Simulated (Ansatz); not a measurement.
# Property card for Na₂Au

The calculation used Ansatz, DFT r2SCAN, scalar-relativistic, plane waves, PAW.

Plane waves to 500 eV, a k mesh through Γ of 8×8×8 on the computed 6-atom cell and Gaussian smearing (0.10 eV); no spin polarisation.

The structure is relaxed at this level of theory with its symmetry kept. Whether it is the stable form of this composition wasn't checked.

```
Na Au
1.0
    -3.63848    3.63848    2.81803
     3.63848   -3.63848    2.81803
     3.63848    3.63848   -2.81803
Na Au
4 2
Direct
  0.67386 0.17386 0.84772
  0.17386 0.32614 0.50000
  0.32614 0.82614 0.15228
  0.82614 0.67386 0.50000
  0.25000 0.25000 0.00000
  0.75000 0.75000 0.00000
```

```json
{
 "Space group": "I4/mcm (No. 140)",
 "Volume per atom": "24.87 Å³",
 "Formation energy from the elements' standard states (uncorrected)": "-0.285 eV/atom",
 "Generalised Kohn–Sham band gap": "none (metal)",
 "Density of states at the Fermi level": "1.78 states/eV per cell",
 "Löwdin character within 0.5 eV of the Fermi level": "Na 3s 62 %, Au 6s 13 %, unprojected 20 %",
 "Bulk modulus": "26.1 GPa",
 "Its pressure derivative": "4.2",
 "Bader charges (e)": "Na (4 in the cell) 0.72, Au (2 in the cell) -1.41"
}
```

Spin-orbit coupling is left out, which matters for the bands of heavy elements.

Cost: 9 runs of about 12 core-minutes in all, on Intel Xeon 6975P-C (Granite Rapids) (shared hosts).